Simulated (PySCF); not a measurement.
1-fluoro-2,2-dimethyl-propane, C₅H₁₁F.
Atom-mapped SMILES: `[CH3:1][C:2]([CH3:3])([CH3:4])[CH2:5][F:6]` (hydrogens: H7, H8, H9 on C1; H10, H11, H12 on C3; H13, H14, H15 on C4; H16, H17 on C5)

Theory: PBE0-D3(BJ)/def2-SVP geometry optimisation, gas phase in PySCF.

(1) List the bond lengths, angles and torsions at this level.

Results:

(1) 
```
                  bond  length (Å)
   C1–C2, C2–C3, C2–C4       1.529
                 C2–C5       1.524
                 C5–F6       1.375
C1–H7 and 8 like bonds       1.101
        C5–H16, C5–H17       1.105
```

Bonds in one row agree within 0.01 Å and their mean is given. A selection of angles:
```
     angle  degrees
  C2–C1–H7    110.5
  C2–C1–H8    111.5
  H7–C1–H8    107.6
  C1–C2–C3    110.3
  C1–C2–C5    107.9
  C3–C2–C5    109.1
  C2–C5–F6    111.0
 C2–C5–H16    110.5
 F6–C5–H16    108.2
H16–C5–H17    108.4
```

Dihedral angles: C1–C2–C5–F6 180° (antiperiplanar).

Of the pairs four or more bonds apart, F6···H10 is among the closest relative to their van der Waals radii: 2.53 Å, 95 % of the sum of Bondi's values.

Point group: Cs (every atom within 0.08 Å of its image). No PBE0-D3(BJ)/def2-SVP frequencies stand behind this structure, so it isn't proved a minimum.

Time: 32 s; peak memory 0.70 GiB. Hardware: one thread, INTEL XEON PLATINUM 8581C at 2.10 GHz (x86_64), shared host. These figures are those of the optimisation.
